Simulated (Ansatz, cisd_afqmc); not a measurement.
Species: HF, charge 0, singlet. HF (SMILES F).
NHTBH set geometry:
```xyz
2

F      0.0000     0.0000    -0.0915
H      0.0000     0.0000     0.8238
```
Charge 0, spin multiplicity 1.

Total energies in aug-cc-pVDZ, 8 correlated electrons, 1 frozen orbitals. Radicals and triplets start from unrestricted determinants; spin-orbit coupling is neglected. Cores are frozen in correlated methods. No relativity. AFQMC/CISD: phaseless, guided by CISD from CCSD amplitudes; bars are statistical, one sigma. Outlying blocks are dropped, and bars are widened where a walk drifts. Over all cases where full CI ran beside it in this data, AFQMC minus full CI had a median of +0.1 mEh and passed +0.4 mEh in a tenth of the cases.

```json
[
 {"method": "HF", "program": "Ansatz", "energy (Eh)": "-100.03353", "minus CCSDTQ (mEh)": "230.55"},
 {"method": "MP2", "program": "Ansatz", "energy (Eh)": "-100.25570", "minus CCSDTQ (mEh)": "8.38"},
 {"method": "CCSD", "program": "Ansatz", "energy (Eh)": "-100.25942", "minus CCSDTQ (mEh)": "4.66"},
 {"method": "CCSD(T)", "program": "Ansatz", "energy (Eh)": "-100.26356", "minus CCSDTQ (mEh)": "0.53"},
 {"method": "CCSDT(Q)", "program": "Ansatz", "energy (Eh)": "-100.26411", "minus CCSDTQ (mEh)": "-0.03"},
 {"method": "CCSDTQ", "program": "Ansatz", "energy (Eh)": "-100.26408", "minus CCSDTQ (mEh)": "0.00"},
 {"method": "AFQMC/CISD", "program": "cisd_afqmc", "energy (Eh)": "-100.2640 ± 0.0001", "minus CCSDTQ (mEh)": "0.1 ± 0.1"}
]
```

Rough core times of Ansatz's runs on a shared machine: CCSD(T) under 20 s, CCSDT(Q) under 20 s, CCSDTQ 40 s.

Ansatz is a first-principles code.
